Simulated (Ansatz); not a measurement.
Basis-set extrapolation for H6OSi2 (`O[SiH2][SiH3]`) (PBE0-D4/def2-TZVP geometry, frozen core, the Gaussian-basis code of Ansatz). Multiplicity 1, RHF reference.

```tsv
	def2-TZVPP	def2-QZVPP
HF	-656.313897	-656.336083
MP2 correlation	-0.498004	-0.536924
CCSD(T) correlation	-0.561005	not run
```

Energies in hartree. Use E(X) = E(∞) + A·exp(−7.88·√X) for Hartree–Fock and E(X) = E(∞) + B·X^(−2.97) for correlation, with X = 3 and 4, and add CCSD(T) minus MP2 of the smaller set to the MP2 limit.

Task: What is the CCSD(T) energy at the basis-set limit?

Result: HF limit: -656.336083 + (-0.022186) × 0.13774 = -656.33914. MP2 limit: -0.536924 + (-0.038920) × 0.74074 = -0.56575. Higher-order term: -0.561005 − (-0.498004) = -0.06300. Total: -656.96789 hartree, 2.53 eV below CCSD(T)/def2-TZVPP.
